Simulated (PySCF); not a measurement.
## TDDFT excited states: C6H4N2S

BTD, C6H4N2S.
SMILES with atom numbers: `[cH:1]1[cH:2][cH:3][c:4]2[n:5][s:6][n:7][c:8]2[cH:9]1` (hydrogens: H10 on C1; H11 on C2; H12 on C3; H13 on C9)

Cartesian coordinates in Å at the GFN2-xTB level; atoms count from 1:
```
atom  x, y, z in Å
C1    -1.4314    0.8078    0.1527
C2    -1.5350   -0.5990    0.1015
C3    -0.4340   -1.3989   -0.0231
C4     0.8245   -0.7794   -0.1029
N5     2.0173   -1.3644   -0.2278
S6     3.1446   -0.2214   -0.2766
N7     2.1961    1.0678   -0.1434
C8     0.9300    0.6560   -0.0529
C9    -0.2249    1.4454    0.0789
H10   -2.3365    1.3879    0.2541
H11   -2.5159   -1.0463    0.1637
H12   -0.5030   -2.4742   -0.0608
H13   -0.1361    2.5191    0.1188
```

Computed, not measured: PySCF 2.14.0, density-fitted response routines, TDDFT CAM-B3LYP/def2-SVPD, vertical, gas phase, core orbitals frozen in the response.

Q: List the vertical singlet excitations with oscillator strengths and describe the spectrum.

A: 

```csv
state,E (eV),E (hartree),f,symmetry,"main configurations (H = HOMO, L = LUMO)"
S1,4.17,0.1532,0.058,B1 or B2,H→L (98%)
S2,4.59,0.1687,0.0000,–,H-2→L (95%)
S3,4.68,0.1720,0.239,A1,"H-1→L (88%), H→L+1 (10%)"
S4,5.39,0.1982,0.0005,–,H-3→L (96%)
S5,6.46,0.2373,0.011,B1 or B2,"H-4→L (58%), H→L+3 (35%)"
S6,6.46,0.2375,0.463,A1,"H→L+1 (60%), H-1→L+3 (26%)"
S7,6.63,0.2435,0.0076,B1 or B2,"H→L+3 (50%), H-4→L (37%)"
S8,6.73,0.2473,0.0023,B1 or B2,H→L+2 (84%)
```

Triplets, Tamm–Dancoff:

```tsv
state	E (eV)	λ (nm)	main configurations (H = HOMO, L = LUMO)
T1	2.65	468.7	H→L (92%)
T2	3.36	369.3	H-1→L (96%)
T3	4.02	308.4	H-2→L (90%)
```

The lowest singlet comes at 297 nm (402 kJ/mol) in the ultraviolet; it is of moderate strength; its leading configuration is HOMO→LUMO (98%). The most intense listed level is S6 at 6.46 eV (192 nm, f = 0.463), 2.29 eV above S1. S5/S6 lie within about 0.01 eV of each other. Löwdin shares by element: HOMO carbon 38% or more, nitrogen 24% (atoms not listed hold the other 37%); LUMO nitrogen 31%, sulfur 24%, carbon 8% or more (atoms not listed hold the other 36%). The listed states span 2.56 eV, and the widest gap between neighbours is 1.06 eV (S4 to S5). Weighted by f, the mean energy of these states is 5.75 eV. Of the 8 states listed, 4 reach f = 0.01 and 2 stay under 0.0005. Symmetry labels in C2v follow from the direction of the transition dipole and are given only for states with f of 0.002 or more; B1 and B2 swap with the choice of axes. Only the lowest 8 singlets were computed, as vertical energies without vibronic structure.
